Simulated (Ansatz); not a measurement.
## How methods differ on O2 (oxygen)

The species is O2 (2 atoms), meant as a triplet with charge 0. SMILES: `O=O`. The shape was relaxed beforehand at PBE0/def2-SVP.

```xyz
2

O     0.5076   -0.1642    0.2614
O    -0.5076    0.1642   -0.2614
```

Quantity: the adiabatic electron affinity (to the doublet anion, shapes relaxed at PBE0/def2-SVP, no zero-point term), in eV. The values are calculated.

The electron affinity is E(neutral) − E(anion): positive where the electron is bound.

| level | kind | program | value (eV) | less CCSD(T)/def2-TZVPP |
| --- | --- | --- | --- | --- |
| USVWN5/def2-TZVPP | LDA | Ansatz | 0.13 | +0.22 |
| U-r2SCAN/def2-TZVPP | meta-GGA | Ansatz | -0.10 | -0.01 |
| UPBE0-D4/def2-TZVPP | global hybrid | Ansatz | -0.06 | +0.03 |
| U-wB97M-V/def2-TZVPP | range-separated hybrid | Ansatz | 0.04 | +0.13 |
| UB2PLYP/def2-TZVPP | double hybrid | Ansatz | 0.01 | +0.10 |
| RPA@PBE/def2-TZVPP | RPA | Ansatz | 0.18 | +0.27 |
| UMP2/def2-TZVPP | perturbation theory | Ansatz | -0.09 | 0.00 |
| UCCSD(T)/def2-TZVPP | coupled cluster or CI | Ansatz | -0.09 | 0.00 |

UCCSD(T)/def2-TZVPP is the highest level here, not the true value. The values span -0.10 to 0.18 eV.
